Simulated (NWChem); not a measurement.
Species: hydrogen cyanide (CHN); SMILES C#N

All runs: NWChem. Pople sets run with spherical d functions. Each level has its own optimisation. Entropies are gas-phase, rigid-rotor, harmonic values for NWChem's default masses at 298.15 K and 1 bar, so the errors hold that model's part too (torsions, anharmonicity).

Measured entropy at 1 bar: 48.2 cal/(mol K) (CRC Handbook, as tabulated in the package chemicals).

```
level                                 entropy at 1 bar (cal/(mol K))  computed − measured
------------------------------------  ------------------------------  -------------------
Hartree-Fock/STO-3G                                             47.9                 -0.3
Hartree-Fock/3-21G                                              47.8                 -0.4
Hartree-Fock/6-31G*                                             47.9                 -0.3
B3LYP/6-31G*                                                    48.1                 -0.1
LDA (Slater exchange, VWN5)/def2-SVP                            48.2                  0.0
PBE/def2-SVP                                                    48.2                  0.0
BLYP/def2-SVP                                                   48.2                  0.0
PBE0/def2-SVP                                                   48.1                 -0.1
```
